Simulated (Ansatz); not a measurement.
Chalcopyrite ZnGeP₂ was calculated with PBE-D3(BJ) (PAW; Ansatz, a program for electronic structure).

Numerical settings: plane-wave cutoff 520 eV, 10×10×10 k mesh, Fermi–Dirac smearing 0.01 eV, scalar-relativistic PAW data made under PBE.

Shape and atoms are relaxed at each volume.

Pressure at four volumes; x = ln(V/19.755 Å³). One pressure is withheld.

```tsv
V (Å³/atom)	x	P (GPa)
18.965	-0.0408	3.68
19.755	0.0000	0.00
20.150	0.0198	-1.56
20.545	0.0392	?
```

Question: Pass a parabola P(x) through the three rows shown, estimate the bulk modulus and its pressure derivative near zero pressure, and predict the withheld pressure.

Answer: Slopes between the rows: (0.00 − (3.68))/(0.0000 − (-0.0408)) = -90.20 and (-1.56 − (0.00))/(0.0198 − (0.0000)) = -78.79 GPa. Their difference over the span 0.0606 is c = 11.41/0.0606 = 188.3 GPa, so P(x) = 3.68 + (-90.20)(x − (-0.0408)) + 188.3 (x − (-0.0408))(x − (0.0000)). At the middle row B = −dP/dx = −[-90.20 + 188.3 × 0.0408] = 82.5 GPa, and B′ = dB/dP = 2c/B = 4.6. At x = 0.0392 the parabola gives -2.95 GPa; the run gives -2.95 GPa. The Birch–Murnaghan fit to the energies at all volumes has B0 = 82.2 GPa and B′ = 4.6.

Measured, for comparison: bulk modulus 79 GPa (room temperature, no zero-point or thermal correction; as tabulated in Isothermal phase behavior of Ag3SbS3, ZnGeP2, and ZnS (abstract)). Computed less measured: bulk modulus +4.1 %. A static lattice is as a rule a little smaller and stiffer than an uncorrected measurement, which can account for part of this in the bulk modulus.
